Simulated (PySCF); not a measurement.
Species: C4H10N (charge +1).
Atom-mapped SMILES: `[CH3:1][NH+:2]1[CH2:3][CH2:4][CH2:5]1` (hydrogens: H6, H7, H8 on C1; H9 on N2; H10, H11 on C3; H12, H13 on C4; H14, H15 on C5)

Geometry (PBE0-D3(BJ)/def2-SVP, Å), atoms numbered from 1 in this order:
```
atom  x, y, z in Å
C1     1.8512   -0.5872   -0.1431
N2     0.5535   -0.2534    0.4703
C3    -0.6924   -1.0110    0.0537
C4    -1.4876    0.2986    0.0533
C5    -0.1464    1.0381    0.0937
H6     2.1438   -1.6011    0.1605
H7     1.7517   -0.5401   -1.2348
H8     2.6060    0.1357    0.1934
H9     0.6494   -0.2988    1.4907
H10   -0.9633   -1.8090    0.7570
H11   -0.5227   -1.4367   -0.9445
H12   -2.1206    0.4842   -0.8225
H13   -2.0866    0.4406    0.9628
H14    0.0088    1.8389    0.8282
H15    0.2223    1.3591   -0.8900
```

The closed-shell ground state was solved at several levels (PySCF, density fitting, gas phase, non-relativistic).

```csv
level,basis functions,HOMO (eV),LUMO (eV),gap (eV)
"PBE0/6-311+G(2d,p)",195,-14.71,-4.59,10.12
B3LYP/pcSseg-1,135,-14.58,-4.63,9.95
KT2/pcSseg-1,135,-13.44,-5.37,8.07
OPBE/pcSseg-1,135,-13.31,-5.04,8.27
B97-D/pcSseg-1,135,-13.38,-5.11,8.27
LC-wPBE/pcSseg-1,135,-17.63,-1.99,15.64
wB97X-D/pcSseg-1,135,-16.73,-2.40,14.33
```

Task: What might BP86/pcSseg-1 (135 basis functions) give for the same quantities?

Result: HOMO -13.42 eV, LUMO -5.19 eV, gap 8.23 eV.

Task: Over all these levels, which gives the widest orbital gap and which the narrowest?

Result: LC-wPBE/pcSseg-1 (range-separated hybrid) has the widest, 15.64 eV, and KT2/pcSseg-1 (GGA) the narrowest, 8.07 eV. The two share the basis. From the narrowest to the widest the HOMO moves by -4.19 eV and the LUMO by +3.38 eV.

One conformer stands for the species.
